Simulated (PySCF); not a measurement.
BH₂: bending curve

Method: UPBE0/[B def2-TZVP, H def2-TZVP], no relativity, density fitting, PySCF.

Rigid scan from the doublet minimum (B–H 1.191 Å (×2); H–B–H 129.4°). Coordinate: the H–B–H angle, bonds fixed. Energies in kJ/mol from the minimum.

Question: Predict the curve at 80, 90, 100, 110, 120, 130, 140, 150, 160, 170, 180.

Answer: 
| bond angle (°) | E (kJ/mol) | dipole size (D) | ⟨S²⟩ |
| --- | --- | --- | --- |
| 80 | 111.4 | 0.15 | 0.75 |
| 90 | 67.1 | 0.19 | 0.75 |
| 100 | 35.2 | 0.26 | 0.75 |
| 110 | 14.4 | 0.35 | 0.75 |
| 120 | 3.1 | 0.43 | 0.75 |
| 130 | 0.0 | 0.50 | 0.75 |
| 140 | 3.3 | 0.54 | 0.75 |
| 150 | 10.7 | 0.53 | 0.75 |
| 160 | 19.7 | 0.43 | 0.75 |
| 170 | 26.9 | 0.25 | 0.76 |
| 180 | 29.6 | 0.00 | 0.76 |

With the bonds held, the linear shape lies 29.6 kJ/mol from the minimum.

The scan took 4.4 s on 2 threads of a shared Arm Neoverse V1 host; the process peaked at 0.5 GiB. Launch command: `OMP_NUM_THREADS=2 python axn.py task.json out`.
